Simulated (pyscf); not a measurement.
CH₃⁻ + H₂C=CH₂ -> CH₄ + HC⁻=CH₂, a proton transfer (singlet surface; C–H broken, C–H formed). Single points on ωB97X-D3(BJ)/def2-SVPD structures (PySCF, gas phase). Correlated levels are frozen-core, on RHF or UHF. ΔMP2 is the change of the MP2 total energy from the triple- to the quadruple-zeta basis. Energies in eV from the separated reactants.

Small-basis levels: PySCF, no dispersion term, spherical d functions. 

Problem. Quick HF/STO-3G single points give ΔE‡ = -1.16 eV and ΔE = -1.40 eV. What does CCSD(T)/def2-TZVPPD + ΔMP2(QZVPPD) give, and how far is the quick result from it?

Solution. CCSD(T)/def2-TZVPPD + ΔMP2(QZVPPD) gives ΔE‡ = 0.07 eV and ΔE = -0.49 eV. HF/STO-3G lies 1.23 eV under it in the barrier and 0.91 eV under it in the reaction energy, so on this step it does not hold to within 0.13 eV. At HF/STO-3G this geometry lies under one side, so its ΔE‡ may be no barrier of that level. CCSD(T)/def2-TZVPPD + ΔMP2(QZVPPD) has limits of its own. On the reactant side the descent ends in a complex, 0.32 eV under the separated species and 0.35 eV under the saddle at ωB97X-D3(BJ)/def2-TZVPD. On the product side the descent ends in a complex, 0.19 eV under the separated species and 0.73 eV under the saddle at ωB97X-D3(BJ)/def2-TZVPD. This is the saddle that the search found; another between the same sides may lie lower. The angle at the transferred H is 176°. The CCSD(T) − MP2 part came from Ansatz, without density fitting, on the same reference.
